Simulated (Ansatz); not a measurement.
Results of r²SCAN in Ansatz (PAW) for hcp Co.

Settings: plane-wave cutoff 560 eV, 24×24×14 k mesh (along the axes of the cell as run), Fermi–Dirac smearing 0.05 eV, spin-polarised with parallel moments, scalar-relativistic PAW data made under PBE.

A third-order Birch–Murnaghan fit to the energies gives V0 = 10.637 Å³/atom, B0 = 224 GPa, B′ = 3.5.

```tsv
V (Å³/atom)	P (GPa)
10.212	?
10.425	4.68
10.638	-0.01
10.850	-4.31
11.063	?
```

Problem. Estimate the withheld pressures from this fit; the answers are the runs' own values.

Solution. 
- 10.212, P (GPa): 9.81
- 11.063, P (GPa): -8.19

The formula P = (3/2) B0 (x^(7/3) − x^(5/3)) [1 + (3/4)(B′ − 4)(x^(2/3) − 1)] with x = V0/V meets the computed pressures within 0.03 GPa when these rounded values are put in.

Shape and atoms are relaxed at each volume.

Measured, for comparison: bulk modulus 193 GPa (zero-point energy and finite temperature contributions removed, our sources range from 193 to 198; as tabulated in doi:10.1021/acs.jctc.3c00612). Computed (rounded) less measured: bulk modulus +16 % (+13 % to +16 % over the range).

Note: the bulk modulus comes from volumes at which shape and atoms were relaxed.

Static lattice: no zero-point or thermal effects.

Ansatz is a first-principles code.
